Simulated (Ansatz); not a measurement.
Relaxation of C₃H₈FNO (14 atoms, charge 0, multiplicity 1), to a largest force component of 0.015 eV/Å in at most 40 steps.

Level of theory: RKS B3LYP/def2-SVP (Ansatz 0.2.0).

```xyz
14
Properties=species:S:1:pos:R:3:forces:R:3
C -0.821 0.664 -0.805 -2.15 3.53 -0.82
N 0.292 -0.039 -0.334 1.75 0.35 1.65
C -0.155 -1.129 0.511 2.52 -1.00 1.06
O -0.659 -2.116 -0.273 -2.76 -1.24 1.02
C 1.163 0.854 0.409 -0.84 0.27 -0.74
F 0.495 1.343 1.514 -0.19 0.36 0.72
H -1.488 0.073 -1.426 -0.18 -0.52 -0.09
H -0.515 1.553 -1.469 -0.20 -1.07 0.76
H -1.470 1.140 0.041 0.81 -0.71 -1.07
H 0.744 -1.603 1.029 -0.26 1.01 -0.05
H -0.830 -0.826 1.334 -0.40 -0.02 -0.39
H -0.242 -2.049 -1.100 1.11 0.03 -1.92
H 1.432 1.745 -0.191 0.05 -0.36 -0.19
H 2.040 0.361 0.789 0.75 -0.64 0.05
```

Question: Where does it end, and by what steps?

Answer: It converged. After 7 steps the energy has fallen by 0.624 eV; H12 moved furthest, 0.37 Å.

```json
{"step": "0", "energy less start (eV)": "0.0000", "largest force component (eV/Å)": "3.531", "accepted": "yes"}
{"step": "1", "energy less start (eV)": "-0.5002", "largest force component (eV/Å)": "1.252", "accepted": "yes"}
{"step": "2", "energy less start (eV)": "-0.5946", "largest force component (eV/Å)": "0.753", "accepted": "yes"}
{"step": "3", "energy less start (eV)": "-0.5690", "largest force component (eV/Å)": "0.610", "accepted": "no"}
{"step": "4", "energy less start (eV)": "-0.6142", "largest force component (eV/Å)": "0.307", "accepted": "yes"}
{"step": "5", "energy less start (eV)": "-0.6164", "largest force component (eV/Å)": "0.283", "accepted": "yes"}
{"step": "6", "energy less start (eV)": "-0.6240", "largest force component (eV/Å)": "0.035", "accepted": "yes"}
{"step": "7", "energy less start (eV)": "-0.6243", "largest force component (eV/Å)": "0.014", "accepted": "yes"}
```

```xyz
14
Properties=species:S:1:pos:R:3
C -0.932 0.785 -0.778
N 0.191 0.069 -0.183
C -0.176 -1.159 0.498
O -0.629 -2.136 -0.398
C 1.177 0.862 0.433
F 0.731 1.495 1.607
H -1.564 0.067 -1.317
H -0.563 1.531 -1.500
H -1.554 1.307 -0.025
H 0.711 -1.491 1.074
H -1.005 -1.012 1.218
H 0.062 -2.252 -1.066
H 1.498 1.665 -0.252
H 2.042 0.240 0.719
```

The run took 33 s on 2 threads of Arm Neoverse V2 (shared host), peak memory 0.3 GiB.
